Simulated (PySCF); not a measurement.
C$_{3}$H$_{5}$, doublet, at a GFN2-xTB geometry; SVWN5/def2-SVP (PySCF).

The PySCF input:
```python
from pyscf import gto, scf, dft

mol = gto.Mole()
mol.atom = '''
    C     1.31352899    0.25622584   -0.02192716
    C     0.02590858    0.37408297   -0.01022305
    H     1.83787885   -0.70392499   -0.00249333
    H     1.97053843    1.11335976   -0.05223491
    C    -1.20640148   -0.39885089    0.02447718
    H    -1.00835162   -1.47840810    0.05083729
    H    -1.78896803   -0.13645457    0.90819127
    H    -1.80931420   -0.18331958   -0.85826214
'''
mol.basis = 'def2-svp'
mol.spin = 1
mol.verbose = 5
mol.build()

mf = dft.UKS(mol)
mf.xc = 'lda,vwn'
mf.kernel()
mf.analyze()
```

What the program printed (banner, timings and long lists left out):

```
PySCF version 2.14.0

[INPUT] verbose = 5
[INPUT] max_memory = 4000
[INPUT] num. atoms = 8
[INPUT] num. electrons = 23
[INPUT] charge = 0
[INPUT] spin (= nelec alpha-beta = 2S) = 1
[INPUT] symmetry False subgroup None
[INPUT] Mole.unit = angstrom
[INPUT] Symbol           X                Y                Z      unit          X                Y                Z       unit  Magmom
[...]
[INPUT] ---------------- BASIS SET ----------------
[INPUT] l, kappa, [nprim/nctr], expnt,             c_1 c_2 ...
[INPUT] C
[...]
                                186.29004992      0.040638409211
                                42.251176346      0.18025593888
                                11.676557932      0.46315121755
                                3.5930506482      0.44087173314
[...]
                                2.0103545142      0.21117025112
                                0.54771004707     0.51328172114
[...]
[INPUT] H
[...]
                                1.9622572         0.13796524
                                0.44453796        0.47831935
[...]
nuclear repulsion = 64.2728620782589
number of shells = 33
number of NR pGTOs = 107
number of NR cGTOs = 67
basis = def2-svp
ecp = {}

******** <class 'pyscf.dft.uks.UKS'> ********
method = UKS
initial guess = minao
damping factor = 0
level_shift factor = 0
DIIS = <class 'pyscf.scf.diis.CDIIS'>
diis_start_cycle = 1
diis_space = 8
diis_damp = 0
SCF conv_tol = 1e-09
SCF conv_tol_grad = None
SCF max_cycles = 50
direct_scf = True
direct_scf_tol = 1e-13
number electrons alpha = 12  beta = 11
XC library pyscf.dft.libxc version 7.1.2
    S. Lehtola, C. Steigemann, M. J. T. Oliveira, and M. A. L. Marques,  SoftwareX 7, 1–5 (2018)
XC functionals = lda,vwn
    P. A. M. Dirac,  Math. Proc. Cambridge Philos. Soc. 26, 376 (1930)
    F. Bloch,  Z. Phys. 57, 545 (1929)
    S. H. Vosko, L. Wilk, and M. Nusair,  Can. J. Phys. 58, 1200 (1980)
radial grids:
    Treutler-Ahlrichs [JCP 102, 346 (1995); DOI:10.1063/1.469408] (M4) radial grids

becke partition: Becke, JCP 88, 2547 (1988); DOI:10.1063/1.454033
pruning grids: <function nwchem_prune>
grids dens level: 3
symmetrized grids: False
atomic radii adjust function: <function treutler_atomic_radii_adjust>
small_rho_cutoff = 0
Set gradient conv threshold to 3.16228e-05
atom C rad-grids = 75, ang-grids = [ 50  50  50  50  50  50  50  50  50  50  50  50  50  50  50  50  50  50
  50  50  50  50  86  86  86  86  86  86  86  86  86  86 266 266 266 266
 266 266 302 302 302 302 302 302 302 302 302 302 302 302 302 302 302 302
 302 302 302 302 266 266 266 266 266 266 266 266 266 266 266 266 266 266
 266 266 266]
atom H rad-grids = 50, ang-grids = [ 50  50  50  50  50  50  50  50  50  50  50  50  50  50  50  86  86  86
  86 266 266 266 266 266 302 302 302 302 302 302 302 302 302 302 302 302
 302 266 266 266 266 266 266 266 266 266 266 266 266 266]
tot_boxes 2340, boxes in each direction [13 11 10]
Padding 6 grids
tot grids = 91400
nelec by numeric integration = [11.4949164 11.4949164]
E1 = -281.3769819332265  E2 = 101.00848440090544  Ecoul = 117.8043516045395  Exc = -16.795867203634064
init E= -116.095635454062
cond(S) = 2370.8170515615125

  alpha mo_energy =
[-9.87436625 -9.87322632 -9.85418735 -0.79751646 -0.71902492 -0.54393123
 -0.4807939  -0.47121549 -0.45382433 -0.42479343 -0.31908784 -0.20227353
 -0.07952424  0.02119502  0.05243379  0.06627141  0.07603196  0.07695125
  0.15585113  0.25202428  0.27721893  0.35082686  0.36979887  0.39794259
  0.43116727  0.43620359  0.49498964  0.51579447  0.54158983  0.56012616
  0.56470506  0.56683432  0.57201098  0.58909146  0.72741405  0.76880361
  0.86990917  1.00978687  1.08382273  1.17775743  1.29927183  1.4173784
  1.49468912  1.49681233  1.51965174  1.54656514  1.6136838   1.65813897
  1.65868789  1.69571191  1.71750273  1.81185988  1.92071241  1.95937201
  2.07199125  2.13550928  2.1726533   2.17765368  2.36582733  2.38809669
  2.53736898  2.57755102  2.67809924  2.71302134  2.76826858  2.90547224
  3.07687988]
  beta  mo_energy =
[-9.87436625 -9.87322632 -9.85418735 -0.79751646 -0.71902492 -0.54393123
 -0.4807939  -0.47121549 -0.45382433 -0.42479343 -0.31908784 -0.20227353
 -0.07952424  0.02119502  0.05243379  0.06627141  0.07603196  0.07695125
  0.15585113  0.25202428  0.27721893  0.35082686  0.36979887  0.39794259
  0.43116727  0.43620359  0.49498964  0.51579447  0.54158983  0.56012616
  0.56470506  0.56683432  0.57201098  0.58909146  0.72741405  0.76880361
  0.86990917  1.00978687  1.08382273  1.17775743  1.29927183  1.4173784
  1.49468912  1.49681233  1.51965174  1.54656514  1.6136838   1.65813897
  1.65868789  1.69571191  1.71750273  1.81185988  1.92071241  1.95937201
  2.07199125  2.13550928  2.1726533   2.17765368  2.36582733  2.38809669
  2.53736898  2.57755102  2.67809924  2.71302134  2.76826858  2.90547224
  3.07687988]
multiplicity <S^2> = 0.75  2S+1 = 2
nelec by numeric integration = [11.99999841 11.00000002]
E1 = -285.1746553453449  E2 = 104.9438718385266  Ecoul = 122.06418064014316  Exc = -17.120308801616552
cycle= 1 E= -115.957921428559  delta_E= 0.138  |g|= 0.31  |ddm|= 2.07
  alpha mo_energy =
[-9.70238595 -9.61499371 -9.54793506 -0.62368529 -0.53802485 -0.39796273
 -0.34133266 -0.33114979 -0.31360309 -0.27505506 -0.15859976 -0.10636694
  0.05362005  0.07216478  0.1154376   0.1319562   0.14058805  0.15912259
  0.24991514  0.35121568  0.38296213  0.44616721  0.44743259  0.4913175
  0.51604566  0.54904319  0.60866688  0.60878182  0.64436341  0.66013871
  0.67379245  0.67589058  0.69316778  0.71168223  0.85543379  0.90420888
  0.94726777  1.13577655  1.21197325  1.27626067  1.43471762  1.47835132
  1.58590375  1.5901934   1.63485971  1.68499643  1.71980896  1.75572472
  1.78793675  1.80665425  1.83107632  1.92368056  2.0505926   2.09123665
  2.19515866  2.28722987  2.31053597  2.32439484  2.4965262   2.53200907
  2.69789625  2.71932227  2.83314588  2.87749141  2.91209067  3.08103734
  3.2626345 ]
  beta  mo_energy =
[...]
converged SCF energy = -116.014139629841  <S^2> = 0.7555973  2S+1 = 2.0055895
Total Energy =                        -116.014139629840884
[...]
               #66       #67
0 C 1s          -0.00179   0.00092
0 C 2s           0.02933  -0.01147
0 C 3s           0.01387   0.00446
0 C 2px         -0.03642   0.01082
0 C 2py          0.01481   0.02451
0 C 2pz          0.00003  -0.00077
0 C 3px          0.04778  -0.02188
0 C 3py          0.01681   0.04578
0 C 3pz         -0.00100  -0.00096
0 C 3dxy         0.13487   0.67748
0 C 3dyz         0.00491  -0.00310
0 C 3dz^2       -0.11822   0.09745
0 C 3dxz        -0.01110  -0.01613
0 C 3dx2-y2      0.44848   0.00869
1 C 1s           0.00239  -0.00217
1 C 2s          -0.03467   0.01945
1 C 3s          -0.03538   0.04488
1 C 2px         -0.03238   0.00116
1 C 2py          0.00539  -0.00418
1 C 2pz          0.00023   0.00010
1 C 3px         -0.05461  -0.06336
1 C 3py         -0.01966  -0.06141
1 C 3pz          0.00115   0.00236
1 C 3dxy         0.18825   0.42310
1 C 3dyz        -0.00485  -0.00705
1 C 3dz^2        0.22510  -0.19588
1 C 3dxz         0.00515  -0.01810
1 C 3dx2-y2     -0.49097   0.25754
2 H 1s           0.01921   0.02792
2 H 2s          -0.02377  -0.06462
2 H 2px         -0.12858  -0.06967
2 H 2py          0.07449   0.28599
2 H 2pz         -0.00050  -0.00678
3 H 1s          -0.00287  -0.02822
3 H 2s           0.01273   0.05675
3 H 2px         -0.04024   0.09958
3 H 2py          0.11657   0.20867
3 H 2pz         -0.00263  -0.00668
4 C 1s          -0.00016   0.00105
4 C 2s          -0.00375  -0.00336
4 C 3s          -0.01194   0.00410
4 C 2px          0.01155  -0.01196
4 C 2py         -0.01977  -0.00728
4 C 2pz          0.00039   0.00033
4 C 3px          0.01254   0.01762
4 C 3py         -0.03476   0.01172
4 C 3pz          0.00078  -0.00051
4 C 3dxy         0.14358  -0.23841
4 C 3dyz        -0.02464   0.00675
4 C 3dz^2       -0.25156   0.12164
4 C 3dxz        -0.00388   0.00945
4 C 3dx2-y2     -0.43012  -0.05994
5 H 1s          -0.02545  -0.00312
5 H 2s           0.04460   0.01019
5 H 2px          0.12596  -0.02728
5 H 2py         -0.22937  -0.02997
5 H 2pz          0.00463   0.00111
6 H 1s           0.01357  -0.00440
6 H 2s          -0.02604   0.00722
6 H 2px          0.02352  -0.04060
6 H 2py         -0.04000  -0.00695
6 H 2pz         -0.14165   0.03832
7 H 1s           0.01357  -0.00440
7 H 2s          -0.02604   0.00722
7 H 2px          0.02680  -0.04147
7 H 2py         -0.03245  -0.00895
7 H 2pz          0.14299  -0.03695

To work with the spin densities directly, `use mulliken_meta_spin()` only printing them here.

 ** Mulliken spin pop alpha/beta on meta-lowdin orthogonal AOs **
 ** Mulliken Spin Density (per AO)  **
spin_pop of  0 C 1s        0.00000
spin_pop of  0 C 2s       -0.00798
spin_pop of  0 C 3s        0.00067
spin_pop of  0 C 2px      -0.01065
spin_pop of  0 C 2py      -0.00976
spin_pop of  0 C 2pz      -0.06375
spin_pop of  0 C 3px       0.00091
spin_pop of  0 C 3py       0.00033
spin_pop of  0 C 3pz      -0.00037
spin_pop of  0 C 3dxy      0.00037
spin_pop of  0 C 3dyz      0.00000
spin_pop of  0 C 3dz^2     0.00008
spin_pop of  0 C 3dxz      0.00002
spin_pop of  0 C 3dx2-y2    0.00002
spin_pop of  1 C 1s       -0.00001
spin_pop of  1 C 2s        0.09916
spin_pop of  1 C 3s        0.00459
spin_pop of  1 C 2px       0.05963
spin_pop of  1 C 2py       0.66380
spin_pop of  1 C 2pz       0.06309
spin_pop of  1 C 3px       0.00026
spin_pop of  1 C 3py       0.00388
spin_pop of  1 C 3pz       0.00004
spin_pop of  1 C 3dxy     -0.00014
spin_pop of  1 C 3dyz     -0.00010
spin_pop of  1 C 3dz^2     0.00019
spin_pop of  1 C 3dxz     -0.00004
spin_pop of  1 C 3dx2-y2   -0.00024
spin_pop of  2 H 1s        0.08433
spin_pop of  2 H 2s        0.00156
spin_pop of  2 H 2px      -0.00002
spin_pop of  2 H 2py       0.00002
spin_pop of  2 H 2pz      -0.00003
spin_pop of  3 H 1s        0.04230
spin_pop of  3 H 2s        0.00014
spin_pop of  3 H 2px       0.00000
spin_pop of  3 H 2py       0.00005
spin_pop of  3 H 2pz      -0.00003
spin_pop of  4 C 1s       -0.00000
spin_pop of  4 C 2s       -0.00090
spin_pop of  4 C 3s        0.00019
spin_pop of  4 C 2px      -0.00876
spin_pop of  4 C 2py      -0.00308
spin_pop of  4 C 2pz      -0.00131
spin_pop of  4 C 3px       0.00028
spin_pop of  4 C 3py       0.00046
spin_pop of  4 C 3pz       0.00004
spin_pop of  4 C 3dxy      0.00004
spin_pop of  4 C 3dyz      0.00001
spin_pop of  4 C 3dz^2     0.00002
spin_pop of  4 C 3dxz      0.00002
spin_pop of  4 C 3dx2-y2    0.00045
spin_pop of  5 H 1s        0.06616
spin_pop of  5 H 2s        0.00158
spin_pop of  5 H 2px       0.00012
spin_pop of  5 H 2py      -0.00002
spin_pop of  5 H 2pz       0.00001
spin_pop of  6 H 1s        0.00601
spin_pop of  6 H 2s        0.00016
spin_pop of  6 H 2px       0.00001
spin_pop of  6 H 2py      -0.00000
spin_pop of  6 H 2pz       0.00002
spin_pop of  7 H 1s        0.00601
spin_pop of  7 H 2s        0.00016
spin_pop of  7 H 2px       0.00001
spin_pop of  7 H 2py      -0.00000
spin_pop of  7 H 2pz       0.00002
 ** Mulliken Spin Density (per atom)  **
spin density of  0 C =     -0.09012
spin density of  1 C =      0.89411
spin density of  2 H =      0.08587
spin density of  3 H =      0.04246
spin density of  4 C =     -0.01256
spin density of  5 H =      0.06785
spin density of  6 H =      0.00620
spin density of  7 H =      0.00620
 ** Mulliken pop alpha/beta on meta-lowdin orthogonal AOs **
 ** Mulliken pop       alpha | beta **
In total            12.00000 | 11.00000
 ** Mulliken atomic charges   ( Nelec_alpha | Nelec_beta ) **
charge of  0C =     -0.29922  (     3.10455      3.19467 )
charge of  1C =     -0.00951  (     3.45181      2.55770 )
charge of  2H =      0.11495  (     0.48546      0.39959 )
charge of  3H =      0.13175  (     0.45535      0.41290 )
charge of  4C =     -0.34367  (     3.16556      3.17812 )
charge of  5H =      0.12564  (     0.47110      0.40326 )
charge of  6H =      0.14003  (     0.43308      0.42689 )
charge of  7H =      0.14003  (     0.43308      0.42689 )
Dipole moment(X, Y, Z, Debye): -0.55533, -0.78546,  0.02723
```
